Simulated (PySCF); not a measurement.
**Potential energy of OF along the bond**

Set-up: PySCF, no relativity, basis sets O 6-31G(d,p), F 6-31G(d,p). Energies in eV from O + F in their ground configurations at the same level. State: ²Π (doublet), unpaired electrons π ↑.

All columns are PBE0. A positive dipole means O(−)F(+).

```json
{"R (Å)": "1.153", "E (eV)": "-1.275", "μ (D)": "0.64", "Mulliken charge on O (basis-dependent)": "0.04", "HOMO (eV)": "-7.32", "LUMO (eV)": "-2.97", "Mayer bond order": "1.21", "⟨S²⟩": "0.75"}
{"R (Å)": "1.207", "E (eV)": "-1.917", "μ (D)": "0.48", "Mulliken charge on O (basis-dependent)": "0.07", "HOMO (eV)": "-7.78", "LUMO (eV)": "-3.41", "Mayer bond order": "1.20", "⟨S²⟩": "0.75"}
{"R (Å)": "1.260", "E (eV)": "-2.268", "μ (D)": "0.32", "Mulliken charge on O (basis-dependent)": "0.08", "HOMO (eV)": "-8.19", "LUMO (eV)": "-3.79", "Mayer bond order": "1.19", "⟨S²⟩": "0.75"}
{"R (Å)": "1.301", "E (eV)": "-2.392", "μ (D)": "0.20", "Mulliken charge on O (basis-dependent)": "0.10", "HOMO (eV)": "-8.46", "LUMO (eV)": "-4.04", "Mayer bond order": "1.18", "⟨S²⟩": "0.75"}
{"R (Å)": "1.341", "E (eV)": "-2.424", "μ (D)": "0.08", "Mulliken charge on O (basis-dependent)": "0.10", "HOMO (eV)": "-8.71", "LUMO (eV)": "-4.26", "Mayer bond order": "1.17", "⟨S²⟩": "0.75"}
{"R (Å)": "1.381", "E (eV)": "-2.387", "μ (D)": "-0.03", "Mulliken charge on O (basis-dependent)": "0.11", "HOMO (eV)": "-8.94", "LUMO (eV)": "-4.45", "Mayer bond order": "1.16", "⟨S²⟩": "0.75"}
{"R (Å)": "1.435", "E (eV)": "-2.255", "μ (D)": "-0.17", "Mulliken charge on O (basis-dependent)": "0.11", "HOMO (eV)": "-9.21", "LUMO (eV)": "-4.67", "Mayer bond order": "1.14", "⟨S²⟩": "0.75"}
{"R (Å)": "1.502", "E (eV)": "-2.000", "μ (D)": "-0.33", "Mulliken charge on O (basis-dependent)": "0.12", "HOMO (eV)": "-9.50", "LUMO (eV)": "-4.88", "Mayer bond order": "1.12", "⟨S²⟩": "0.76"}
{"R (Å)": "1.582", "E (eV)": "-1.617", "μ (D)": "-0.50", "Mulliken charge on O (basis-dependent)": "0.12", "HOMO (eV)": "-9.77", "LUMO (eV)": "-5.05", "Mayer bond order": "1.07", "⟨S²⟩": "0.77"}
{"R (Å)": "1.690", "E (eV)": "-1.101", "μ (D)": "-0.61", "Mulliken charge on O (basis-dependent)": "0.11", "HOMO (eV)": "-9.91", "LUMO (eV)": "-5.00", "Mayer bond order": "0.89", "⟨S²⟩": "0.93"}
```

A fit through these points gives, at Re = 1.338 Å, μ = 0.09 D and dμ/dR = -2.85 D/Å; the reduced mass is 8.684 u.

Task: How strong is the fundamental in the double-harmonic approximation, I = 42.26·(dμ/dR)²/μred km/mol?

Result: I = 42.26·(-2.85)²/8.684 = 39.5 km/mol at PBE0.

⟨S²⟩ of the unrestricted solution departs from its pure value on part of the curve, where spin states mix. The state is the lowest determinant that a PBE0 search found; another state may lie lower at other levels.
